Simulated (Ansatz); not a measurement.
# Two-coordinate energy map

MgHSCl (SMILES [SH][Mg][Cl]), singlet, PBE0-D4/def2-TZVP minimum:

S1  (-0.320, 1.572, -0.514)
Mg2  (-0.241, -0.656, -0.055)
Cl3  (-0.189, -2.791, 0.369)
H4  (0.806, 1.815, 0.181)
(Å)

Rows set the bond length Mg2–Cl3 (Å; 2.177 at the minimum), columns the angle H4–S1–Mg2 (°; 92.5), set in this order; the parts move rigidly, in a bend the first-named atom's side turns in the plane, and in a torsion the whole end group turns. CCSD(T) energies count from the value at that structure, in kcal/mol. Program: Ansatz 0.2.0. Basis: def2-TZVPP. Cores are frozen in the correlated methods. The outer core shell of Li, Na, Mg and K is correlated. The def2 sets are not built for correlating such inner shells, so the correlated values are less sure here.

```csv
Mg2–Cl3 \ H4–S1–Mg2,74.5,80.5,86.5,92.5,98.5,104.5,110.5
1.873,24.14,23.10,22.51,22.33,22.55,23.16,24.15
1.966,11.34,10.28,9.69,9.51,9.73,10.36,11.37
2.102,2.95,1.88,1.27,1.10,1.33,1.98,3.02
2.262,2.69,1.59,0.98,0.81,1.05,1.72,2.79
2.438,8.81,7.69,7.08,6.91,7.17,7.85,8.95
2.628,18.90,17.77,17.15,16.99,17.26,17.97,19.10
2.831,31.04,29.90,?,29.12,29.40,30.13,31.29
```

Q: Fill in the withheld cells. (Judge from chemistry; the value comes from the calculation.)

A: Computed: (2.831, 86.5): 29.28 kcal/mol. These count from the CCSD(T) energy at the PBE0-D4 minimum.

The same grid for a cheaper method: r2SCAN-D4 − CCSD(T), both counted from the minimum, in kcal/mol:
```json
{"Mg2–Cl3 \\ H4–S1–Mg2": "1.873", "74.5": "-0.53", "80.5": "-0.58", "86.5": "-0.62", "92.5": "-0.64", "98.5": "-0.64", "104.5": "-0.64", "110.5": "-0.66"}
{"Mg2–Cl3 \\ H4–S1–Mg2": "1.966", "74.5": "-0.28", "80.5": "-0.34", "86.5": "-0.38", "92.5": "-0.39", "98.5": "-0.39", "104.5": "-0.39", "110.5": "-0.41"}
{"Mg2–Cl3 \\ H4–S1–Mg2": "2.102", "74.5": "-0.01", "80.5": "-0.06", "86.5": "-0.10", "92.5": "-0.11", "98.5": "-0.11", "104.5": "-0.11", "110.5": "-0.14"}
{"Mg2–Cl3 \\ H4–S1–Mg2": "2.262", "74.5": "0.19", "80.5": "0.13", "86.5": "0.10", "92.5": "0.08", "98.5": "0.09", "104.5": "0.08", "110.5": "0.06"}
{"Mg2–Cl3 \\ H4–S1–Mg2": "2.438", "74.5": "0.21", "80.5": "0.16", "86.5": "0.12", "92.5": "0.11", "98.5": "0.11", "104.5": "0.11", "110.5": "0.09"}
{"Mg2–Cl3 \\ H4–S1–Mg2": "2.628", "74.5": "0.02", "80.5": "-0.04", "86.5": "-0.07", "92.5": "-0.09", "98.5": "-0.08", "104.5": "-0.09", "110.5": "-0.11"}
{"Mg2–Cl3 \\ H4–S1–Mg2": "2.831", "74.5": "-0.38", "80.5": "-0.45", "86.5": "-0.49", "92.5": "-0.50", "98.5": "-0.50", "104.5": "-0.50", "110.5": "-0.52"}
```

T1 diagnostic: at most 0.010.

For scale, one of the runs: CCSD(T)/def2-TZVPP, 130 basis functions (an equivalent command: `ansatz run in.yaml --threads 2`). Hardware: 2 CPU threads, shared host. Wall time 13 s; peak host memory 0.64 GiB.
